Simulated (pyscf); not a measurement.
PySCF, gas phase, ωB97X-D3(BJ)/def2-SVP geometries.

**Question.** Estimate the classical barrier height and the reaction energy of •H₂Si–O–AsH₂ (SMILES [SiH2]O[AsH2]) + H₂ (SMILES [H][H]) -> H₃Si–O–AsH₂ (SMILES [SiH3]O[AsH2]) + H• (SMILES [H]) at ωB97M-D3(BJ)/def2-TZVP. The step runs on the doublet surface, breaks H–H and forms H–Si; take the separated reactants as zero.

**Answer.** ΔE‡ = 15.3 kcal/mol, ΔE = +9.0 kcal/mol. Zero-point energy shifts the barrier by -1.0 kcal/mol. It is a hydrogen abstraction, with an imaginary mode of 967i cm⁻¹. •H₂Si–O–AsH₂ lies 24.8 kcal/mol over its isomer H₃Si–O–AsH•, and others may lie lower still (electronic energy, ωB97M-D3(BJ)). H₃Si–O–AsH₂ lies 10.7 kcal/mol over its isomer HO–SiH₂–AsH₂, and others may lie lower still (electronic energy, ωB97M-D3(BJ)). One saddle was located; it need not be the lowest between these sides. The angle at the transferred H is 175°. Elements up to Kr have no core potential and no relativistic terms here.
